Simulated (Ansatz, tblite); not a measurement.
# [AlMeH3]- (CH₆Al−): removing an electron

The task here is to estimate one member of a computed series from the others.

Computed with Ansatz 0.2.0, Gaussian basis. Level: as each input shows.

The runs, in order: charge 0 doublet, at the geometry of the singlet (PBE0-D4/def2-TZVPD, PBE-D4/def2-TZVPD, r2SCAN-D4/def2-TZVPD, CCSD(T)/def2-TZVPPD); the starting singlet's energies come from earlier runs.

### The relaxed structure

The geometry is that of the singlet, from an earlier relaxation (B3LYP-D4/def2-TZVPD).

8 atoms, charge -1, spin multiplicity 1.

Atoms are counted from 1 here; the program's logs count them from 0.

Bond lengths: Al1–C2 2.029 Å, Al1–H6 1.644 Å, Al1–H7 1.644 Å, Al1–H8 1.644 Å, C2–H3 1.098 Å, C2–H4 1.098 Å, C2–H5 1.098 Å. Angles: C2–Al1–H6 109.6°, C2–Al1–H7 109.6°, C2–Al1–H8 109.6°, H6–Al1–H7 109.3°, H6–Al1–H8 109.3°, H7–Al1–H8 109.3°, Al1–C2–H3 111.8°, Al1–C2–H4 111.8°, Al1–C2–H5 111.8°, H3–C2–H4 107.1°, H3–C2–H5 107.1°, H4–C2–H5 107.1°.

The ion is computed in the gas phase, without counter-ions or solvent.

The first run:

The input, in.yaml:

```yaml
crystal:
  periodic: [false, false, false]
  atoms:
    - {symbol: Al, position_ang: [-0.002115, 0.003397, -0.960543]}
    - {symbol: C, position_ang: [0.002340, -0.003794, 1.068919]}
    - {symbol: H, position_ang: [-1.015540, 0.032832, 1.478483]}
    - {symbol: H, position_ang: [0.545599, 0.858018, 1.477955]}
    - {symbol: H, position_ang: [0.479660, -0.906550, 1.471859]}
    - {symbol: H, position_ang: [1.545133, -0.034079, -1.515709]}
    - {symbol: H, position_ang: [-0.743331, 1.366073, -1.505817]}
    - {symbol: H, position_ang: [-0.811735, -1.315896, -1.515148]}
basis:
  gaussian: {orbitals: def2-SVP}
magnetization: {spin_polarized: true, initial_magnetization: 1}
hamiltonian: {xc: pbe0, dispersion: d4}
output: {orbitals: {seedname: orbitals}}
```

Run with:

```
> ansatz run in.yaml --threads 4 --pin off --events-out ev --progress --plain --max-ram 3916MiB
```

Among the steps run: Charge 0 doublet at the fixed geometry, first pass, PBE0-D4/def2-SVP; Charge 0 doublet at the fixed geometry, PBE0-D4/def2-TZVPD; Charge 0 doublet at the fixed geometry, PBE-D4/def2-TZVPD; Charge 0 doublet at the fixed geometry, r2SCAN-D4/def2-TZVPD; Charge 0 doublet at the fixed geometry, CCSD(T)/def2-TZVPPD.

One table of the session follows, with a row left open; its other results are not shown here.

| method | vertical ionisation energy (eV) |
| --- | --- |
| HF/def2-TZVPPD | 3.51 |
| PBE-D4/def2-TZVPD | 3.95 |
| r2SCAN-D4/def2-TZVPD | ? |
| PBE0-D4/def2-TZVPD | 4.27 |
| MP2/def2-TZVPPD | 4.67 |
| CCSD/def2-TZVPPD | 4.50 |
| CCSD(T)/def2-TZVPPD | 4.55 |

Estimate the missing values for r2SCAN-D4/def2-TZVPD.

**Answer.** vertical ionisation energy (eV): 4.06. In the column «vertical ionisation energy (eV)» it lies between PBE-D4/def2-TZVPD (3.95) and PBE0-D4/def2-TZVPD (4.27).

To keep in mind: CCSD(T)/def2-TZVPPD isn't at the basis-set limit; small misses against it rank nothing.
